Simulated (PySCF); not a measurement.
# One shape, several levels: SiPH5 (SMILES [SiH3]P)

We compute a comparison of 6 runs (B3LYP/STO-3G, PBE/STO-3G, SVWN5/STO-3G, UPBE0/STO-3G, r2SCAN/STO-3G, UCCSD(T)/STO-3G) of SiPH5. Input form: a Python script.

The results are computed with PySCF 2.14.0.

1 further run of the same task is left out (set aside as unsound or not needed).

### Step 1. The system as given

SiPH5: 7 atoms, total charge 0, spin state singlet. As SMILES, `[SiH3]P`. The P2–H7 distance was set to 2.075 Å, away from the relaxed value. At this shape a bond of the SMILES string is far longer than usual.

Bond lengths: Si1–P2 2.234 Å, Si1–H3 1.462 Å, Si1–H4 1.462 Å, Si1–H5 1.465 Å, P2–H6 1.383 Å. Angles: Si1–P2–H6 95.7°, P2–Si1–H3 106.9°, P2–Si1–H4 106.8°, P2–Si1–H5 113.1°, H3–Si1–H4 111.1°, H3–Si1–H5 109.5°, H4–Si1–H5 109.5°. A long bond or contact: P2–H7 2.075 Å.

### Step 2. The energy at B3LYP/STO-3G (run 1)

The input, calc.py:

```python
from pyscf import gto, dft

system = gto.M(
    atom='''
Si      -1.075058      -0.610506       0.081393
P        0.627082      -0.258076       1.484993
H       -2.259728      -0.851896       0.903653
H       -0.733148      -1.793286      -0.707317
H       -1.324738       0.519954      -0.816347
H        0.230452       1.011284       1.864433
H        1.929760       0.488790       0.053060
''',
    basis='sto-3g',
    charge=0,
    verbose=3,
    max_memory=1860,
)

ks = dft.RKS(system, xc='b3lyp')
ks.conv_tol = 1e-10
ks.grids.level = 5
ks.kernel()
if not ks.converged:
    ks = ks.newton().run(ks.mo_coeff, ks.mo_occ)

etot = ks.e_tot
print(f'total energy: {etot:.8f} hartree')
```

Command:

```bash
$ OMP_NUM_THREADS=1 python calc.py
```

The program printed:

```text
converged SCF energy = -626.534154574203
total energy: -626.53415457 hartree
```

It took 4.2 s on 1 thread of Arm Neoverse V1, shared host; peak memory 0.22 GiB.

### Step 3. A single-point energy at PBE/STO-3G (run 2)

The input, job.py:

```python
from pyscf import gto, dft

molecule = gto.M(
    atom='''
Si    -2.031565    -1.153689     0.153810
P      1.185013    -0.487693     2.806230
H     -4.270267    -1.609850     1.707657
H     -1.385449    -3.388819    -1.336635
H     -2.503392     0.982571    -1.542672
H      0.435491     1.911050     3.523268
H      3.646718     0.923679     0.100269
''',
    verbose=4,
    unit='bohr',
    charge=0,
    max_memory=1860,
    basis='sto-3g',
)

mf = dft.RKS(molecule, xc='pbe')
mf.conv_tol = 1e-10
mf.grids.level = 5
mf.kernel()
if not mf.converged:
    mf = mf.newton().run(mf.mo_coeff, mf.mo_occ)

etot = mf.e_tot
print('E = %.10f Eh' % etot)
```

Command:

```bash
$ OMP_NUM_THREADS=1 python job.py
```

The program printed:

```text
PySCF version 2.14.0

[... 76 lines left out ...]
converged SCF energy = -626.181867953082
E = -626.1818679531 Eh
```

Run time: 3.9 s. Hardware: 1 thread of Arm Neoverse V1, shared host; peak memory 0.22 GiB.

Runs 3 to 4 aren't shown in full; the table further down has their settings and results.

### Step 4. The energy at r2SCAN/STO-3G (run 5)

The input, geometry.xyz:

```xyz
7

Si    -1.075058    -0.610506     0.081393
P      0.627082    -0.258076     1.484993
H     -2.259728    -0.851896     0.903653
H     -0.733148    -1.793286    -0.707317
H     -1.324738     0.519954    -0.816347
H      0.230452     1.011284     1.864433
H      1.929760     0.488790     0.053060
```

The input, input.py:

```python
from pyscf import gto, dft

mol = gto.Mole()
mol.atom = 'geometry.xyz'
mol.max_memory = 1860
mol.verbose = 3
mol.basis = 'sto-3g'
mol.charge = 0
mol.build()

mf = dft.RKS(mol, xc='r2scan')
mf.grids.level = 5
mf.conv_tol = 1e-10
mf.kernel()
if not mf.converged:
    mf = mf.newton().run(mf.mo_coeff, mf.mo_occ)

e_final = mf.e_tot
print('E = %.10f Eh' % e_final)
```

Command:

```bash
$ OMP_NUM_THREADS=1 python input.py
```

The program printed:

```text
converged SCF energy = -626.478675571713
E = -626.4786755717 Eh
```

It took 5.1 s on 1 thread of Arm Neoverse V1, shared host; peak memory 0.22 GiB.

### Step 5. The energy at UCCSD(T)/STO-3G (run 6)

The input, job.py:

```python
from pyscf import gto, scf, cc

molecule = gto.Mole()
molecule.atom = '''
Si      -1.075058      -0.610506       0.081393
P        0.627082      -0.258076       1.484993
H       -2.259728      -0.851896       0.903653
H       -0.733148      -1.793286      -0.707317
H       -1.324738       0.519954      -0.816347
H        0.230452       1.011284       1.864433
H        1.929760       0.488790       0.053060
'''
molecule.verbose = 3
molecule.charge = 0
molecule.basis = 'sto-3g'
molecule.max_memory = 1860
molecule.build()

mf = scf.UHF(molecule)
mf.conv_tol = 1e-10
mf.kernel()
if not mf.converged:
    mf = mf.newton().run(mf.mo_coeff, mf.mo_occ)
for _ in range(3):
    mo, _, stable, _ = mf.stability(return_status=True)
    if stable:
        break
    mf.kernel(mf.make_rdm1(mo, mf.mo_occ))

mycc = cc.CCSD(mf, frozen=10)
mycc.kernel()
e_t = mycc.ccsd_t()
energy = mycc.e_tot + e_t
print(f'total energy: {energy:.8f} hartree')
```

Command:

```bash
$ OMP_NUM_THREADS=1 python job.py
```

The program printed:

```text
converged SCF energy = -625.291186328539  <S^2> = 4.4167336e-11  2S+1 = 1
<class 'pyscf.scf.uhf.UHF'> wavefunction has an internal instability
converged SCF energy = -625.314465743335  <S^2> = 0.59708332  2S+1 = 1.8407426
<class 'pyscf.scf.uhf.UHF'> wavefunction is stable in the internal stability analysis
E(UCCSD) = -625.446375472561  E_corr = -0.1319097292260482
UCCSD(T) correction = -0.00116232245496501
total energy: -625.44753780 hartree
```

Wall time 1.1 s (1 thread of Arm Neoverse V1, shared host); peak memory 0.12 GiB.

### Step 6. Overview of the runs

```
run            level  follow instability  integration grid  energy (Eh)  dipole moment (D) of the reference  HOMO energy (eV)  LUMO energy (eV)  wall time
  1     B3LYP/STO-3G                   –                 5  -626.534155                                0.88             -4.27              1.86      4.2 s
  2       PBE/STO-3G                   –                 5  -626.181868                                0.85             -3.26              1.14      3.9 s
  3     SVWN5/STO-3G                   –                 5  -623.985522                                0.87             -3.04              1.35      2.5 s
  4     UPBE0/STO-3G                 yes                 5  -626.269813                                0.89             -4.42              2.18       18 s
  5    r2SCAN/STO-3G                   –                 5  -626.478676                                0.89             -3.55              1.22      5.1 s
  6  UCCSD(T)/STO-3G                 yes                 –  -625.447538                                0.74             -7.01              7.13      1.1 s
```

### Step 7. What came out

| quantity | value |
| --- | --- |
| run 6: total energy | -625.44754 Eh |
| run 6: dipole moment (Hartree–Fock density) | 0.74 D |
| run 6: HOMO energy (Hartree–Fock orbitals) | -7.01 eV |
| run 6: LUMO energy (Hartree–Fock orbitals) | 7.13 eV |
| run 6: HOMO–LUMO gap (Hartree–Fock orbitals) | 14.14 eV |
| run 6: correlation energy (10 core orbitals frozen) | -133.1 mEh |
| run 6: (T) correction | -1.16 mEh |
| run 6: ⟨S²⟩ of the reference determinant | 0.597 |
| run 6: T1 diagnostic | 0.077 |

Over runs 1, 2, 3, 4, 5 the dipole moment (its size) runs from 0.85 D (PBE/STO-3G) to 0.89 D (r2SCAN/STO-3G). Over runs 1, 2, 3, 4, 5 the HOMO–LUMO gap runs from 4.39 eV (SVWN5/STO-3G) to 6.60 eV (UPBE0/STO-3G). Totals of different functionals can't be ranked against each other. In runs 1, 2, 3, 4, 5, 6 the basis is minimal, so the values are rough. Spin contamination of the reference: run 6 ⟨S²⟩ = 0.60. All runs together took 35 s, the longest 18 s.
